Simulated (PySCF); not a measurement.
A PySCF script (with the pyscf-properties extension) for the NMR shieldings of `[H]B([H])OC`, CH5BO, on a PBE0-D3(BJ)/def2-SVP geometry:

```python
import basis_set_exchange as bse
import numpy as np
from pyscf import gto, dft
from pyscf.prop import nmr

atoms = """
B     0.420713    1.014668    0.791204
H     1.568987    0.736022    0.502304
H     0.133194    1.914275    1.545026
O    -0.593263    0.312021    0.271507
C    -0.409150   -0.773442   -0.601479
H    -0.984575   -0.598081   -1.522886
H    -0.789938   -1.691393   -0.127840
H     0.654022   -0.914071   -0.857845
"""
names = dict.fromkeys(["B", "H", "O", "C"], "pcSseg-1")
basis = {el: gto.basis.parse(bse.get_basis(n, elements=[el], fmt="nwchem")) for el, n in names.items()}
mol = gto.M(atom=atoms, basis=basis, charge=0, verbose=0)
mf = dft.RKS(mol, xc="PBE0")
mf.grids.level = 2
mf.grids.alignment = dft.numint.BLKSIZE   # the property module wants whole blocks of grid points
mf.conv_tol = 1e-9
mf.kernel()

calc = nmr.RKS(mf)   # GIAO
C = mf.mo_coeff
Co = C[:, mf.mo_occ > 0]
resp = mf.gen_response(singlet=True, hermi=2)
def vind(x):   # induced exchange potential for any number of trial vectors
    d = np.einsum("pi,xij,qj->xpq", C, 2 * x.reshape(-1, C.shape[1], Co.shape[1]), Co, optimize=True)
    return np.einsum("xpq,pi,qj->xij", resp(d - d.transpose(0, 2, 1)), C, Co, optimize=True).ravel()
mo1, _ = nmr.rhf.solve_mo1(calc, with_cphf=vind)
sigma = calc.kernel(mo1)
for i, s in enumerate(sigma):   # ppm
    print("%2d %-2s %9.2f" % (i, mol.atom_pure_symbol(i), np.trace(s) / 3))
```

Task: What does it print?

Result: 
```
 0 B      53.79
 1 H      26.16
 2 H      26.29
 3 O     124.47
 4 C     120.27
 5 H      27.08
 6 H      27.10
 7 H      27.44
```

These numbers come from an equivalent density-fitted implementation of the same equations, which agrees with the script to about 0.01 ppm for H and up to a few tenths of a ppm for heavy atoms, so last digits may differ.

Task: Turn these shieldings into chemical shifts. Referencing at the same level of theory: ¹¹B (σref 100.73) against BF3·OEt2; ¹H (σref 31.27), ¹³C (σref 184.41) against TMS; H2O for ¹⁷O (σref 334.56).

Result: Averaging equivalent atoms: B 0: 46.9; H 1/2: 5.04; H 5/6/7: 4.06; O 3: 210.1; C 4: 64.1 ppm. Experimental scales use liquid or dissolved standards, which lie at an offset from isolated H2O (liquid H2O: subtract about 36 ppm).

Size and cost of the density-fitted run: 76 basis functions, 5.3 s wall time on 1 thread of an x86-64 server CPU, shared host.
